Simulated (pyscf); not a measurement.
PySCF, gas phase, ωB97X-D3(BJ)/def2-SVP geometries. Correlated levels are frozen-core, on RHF or UHF. ΔMP2 is the change of the MP2 total energy from the triple- to the quadruple-zeta basis.

Problem. PBE/def2-TZVP puts the barrier of H₂N–SiH(SiH₃)–Cl → HN=SiH–Cl + SiH₄ (elimination; singlet surface; H–N, Si–Si broken, H–Si formed) at 3.19 eV and the reaction energy at +2.15 eV, from the reactant's lowest minimum found. What do r²SCAN/def2-TZVP, B3LYP-D3(BJ)/def2-TZVP, CCSD(T)/def2-TZVPP + ΔMP2(QZVPP) give on the same structures?

Solution. r²SCAN: ΔE‡ = 3.35 eV, ΔE = +2.26 eV; B3LYP-D3(BJ): ΔE‡ = 3.49 eV, ΔE = +2.21 eV; CCSD(T): ΔE‡ = 3.58 eV, ΔE = +2.24 eV. PBE's barrier lies under all of them, by 0.16 to 0.39 eV. Its reaction energy lies under all of them, by 0.06 to 0.10 eV. At the saddle there is also a short H–Si contact that neither side keeps. H₂N–SiH(SiH₃)–Cl lies 0.62 eV over its isomer H₃Si–NH–SiH₂–Cl (electronic energy, ωB97M-D3(BJ)). HN=SiH–Cl lies 1.14 eV over its isomer H₂N–Si:–Cl [singlet] (electronic energy, ωB97M-D3(BJ)). This is the saddle that the search found; another between the same sides may lie lower. The CCSD(T) − MP2 part came from Ansatz, without density fitting, on the same reference.
